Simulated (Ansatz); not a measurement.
Relaxed torsion scan: acetic acid, C₂H₄O₂, SMILES CC(=O)O. Scanned: dihedral O4–C2–O3–H8; all other coordinates were relaxed at B3LYP-D3(BJ)/def2-SVP. Points at φ and −φ are mirror images.

Geometry of the scan point at -80° (Å):
```
8

C     -0.9948    -0.1550     0.0107
C      0.4303     0.2707    -0.2369
O      1.3378    -0.4787     0.4843
O      0.7626     1.2145    -0.8947
H     -1.6923     0.5091    -0.5140
H     -1.1373    -1.1960    -0.3214
H     -1.1927    -0.1406     1.0941
H      1.7967    -1.1035    -0.0948
```

Calculation: CCSD(T) on RHF/cc-pVTZ, frozen core // B3LYP-D3(BJ)/def2-SVP run with Ansatz (a quantum-chemistry and plane-wave program).

Scanned values (°): -160, -140, -120, -100, -80, -60, -40, -20, 0, 20, 40, 60, 80, 100, 120, 140, 160, 180.

### Question
Describe the profile: where are the wells and the tops?

### Answer
Lower than their neighbours: 0° (0.0 kJ/mol), 180° (22.4 kJ/mol). Higher than their neighbours: -100° (53.3 kJ/mol), 100° (53.3 kJ/mol). The whole profile spans 53.3 kJ/mol.
